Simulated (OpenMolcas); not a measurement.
# HCl (hydrogen chloride) at PBE0/def2-SVP

Aim: the vertical electron affinity of HCl (hydrogen chloride) at PBE0/def2-SVP, from 2 runs. 

The calculation is run with OpenMolcas 26.06.

**1. The structure to begin with**

The species is HCl (2 atoms), meant as a singlet with charge 0. SMILES: `Cl`. Geometry: relaxed at PBE0-D4/def2-TZVP.

Bond lengths: Cl1–H2 1.279 Å.

**2. Energy and forces at PBE0/def2-SVP**

Contents of mol.xyz:

```xyz
2

Cl     0.546000    -0.178500     0.280800
H     -0.546000     0.178500    -0.280800
```

Contents of job.inp:

```
&GATEWAY
 BASLIB=$CurrDir
 COORD=mol.xyz
 BASIS=def2-SVP
 GROUP=NoSym

&SEWARD
 GRIDINPUT
 Grid=SG1Grid
 End of Grid

&SCF
 KSDFT=PBE0
 PRORBITALS=1 1

&ALASKA
```

The basis set def2-SVP is read from a file made from the Basis Set Exchange's data (not shown).

On the command line:

```
$ export MOLCAS_MEM=1860
$ pymolcas job.inp > job.log
```

Log:

```text
--- Start Module: gateway ---
[...]
--- Stop Module: gateway /rc=_RC_ALL_IS_WELL_ ---
[...]
      Basis functions           23
[...]
--- Start Module: scf ---
[...]
       Convergence after   9 Iterations
[...]
::    Total KS-DFT energy                            -460.5019919180
[...]
      Total spin, S                                     0.0000000000
[...]
      Total electronic charge=   18.000000
      Total            charge=   -0.000000
[...]
      Dipole Moment (debye):
      Origin of the operator (angstrom)=    0.5154   -0.1685    0.2651
                   X= -1.1711E+00               Y=  3.8285E-01               Z= -6.0226E-01           Total=  1.3714E+00
      Quadrupole Moment (debye*angstrom):
[...]
--- Stop Module: scf /rc=_RC_ALL_IS_WELL_ ---
--- Start Module: alaska ---
[...]
 *              Molecular gradients               *
 **************************************************
  Irreducible representation: a
 ------------------------------------------------------------------------------------------
                              X                       Y                       Z
 ------------------------------------------------------------------------------------------
  CL1              -3.92932346779862E-03    1.28458651832952E-03   -2.02079492634999E-03
  H2                3.92932346779862E-03   -1.28458651833041E-03    2.02079492635088E-03
 ------------------------------------------------------------------------------------------
--- Stop Module: alaska /rc=_RC_ALL_IS_WELL_ ---
[...]
```

Run time: 2.2 s. Hardware: 1 thread of Arm Neoverse V1, shared host; peak memory 0.37 GiB.

**3. The doublet anion, same level**

mol.xyz is that of step 2.

Contents of job.input:

```
* ClH Kohn-Sham DFT
>>> EXPORT MOLCAS_PRINT=2

&gateway
 baslib=$CurrDir
 coord=mol.xyz
 basis=def2-SVP
 group=NoSym

&seward
 gridinput
 Grid=SG1Grid
 End of Grid

&scf
 uhf
 charge=-1
 spin=2
 ksdft=PBE0
 prorbitals=1 1

&alaska
```

The basis set def2-SVP is read from a file made from the Basis Set Exchange's data (not shown).

On the command line:

```
$ export MOLCAS_MEM=1860
$ pymolcas job.input > job.log
```

Log:

```text
--- Start Module: gateway ---
[...]
--- Stop Module: gateway /rc=_RC_ALL_IS_WELL_ ---
[...]
      Basis functions           23
[...]
--- Start Module: scf ---
[...]
       Convergence after  12 Iterations
[...]
::    Total KS-DFT energy                            -460.3790994825
[...]
      Total spin, S                                     0.5003243460
[...]
      Total electronic charge=   19.000000
      Total            charge=   -1.000000
[...]
      Dipole Moment (debye):
      Origin of the operator (angstrom)=    0.5154   -0.1685    0.2651
                   X=  3.2297E+00               Y= -1.0559E+00               Z=  1.6610E+00           Total=  3.7822E+00
      Center of Charge (angstrom)
[...]
--- Stop Module: scf /rc=_RC_ALL_IS_WELL_ ---
[...]
--- Start Module: alaska ---
[...]
 *              Molecular gradients               *
 **************************************************
  Irreducible representation: a
 ------------------------------------------------------------------------------------------
                              X                       Y                       Z
 ------------------------------------------------------------------------------------------
  CL1              -1.22857174259186E-01    4.01648454308890E-02   -6.31836896190191E-02
  H2                1.22857174259186E-01   -4.01648454308888E-02    6.31836896190193E-02
 ------------------------------------------------------------------------------------------
--- Stop Module: alaska /rc=_RC_ALL_IS_WELL_ ---
[...]
```

Wall time 2.5 s (1 thread of Arm Neoverse V1, shared host); peak memory 0.37 GiB.

**4. Summary of results**

At PBE0/def2-SVP:

```
                                         quantity          value
                        singlet HCl: total energy  -460.50199 Eh
                       singlet HCl: dipole moment         1.37 D
                         singlet HCl: HOMO energy       -9.03 eV
                         singlet HCl: LUMO energy        0.95 eV
                       singlet HCl: HOMO–LUMO gap        9.98 eV
            singlet HCl: largest force on an atom     0.237 eV/Å
                      doublet anion: total energy  -460.37910 Eh
doublet anion: HOMO energy (highest over α and β)        5.98 eV
 doublet anion: LUMO energy (lowest over α and β)        9.72 eV
                              doublet anion: ⟨S²⟩          0.751
          doublet anion: largest force on an atom     7.398 eV/Å
vertical electron affinity (to the doublet anion)      -3.344 eV
```

In words: The anion lies 3.34 eV (77 kcal/mol) above the neutral: the electron isn't bound at this level, and such a value depends on the basis. Without diffuse functions anions come out too high. The HOMO (doublet anion) lies at positive energy, 5.98 eV; only total energies tell whether the electron is bound.
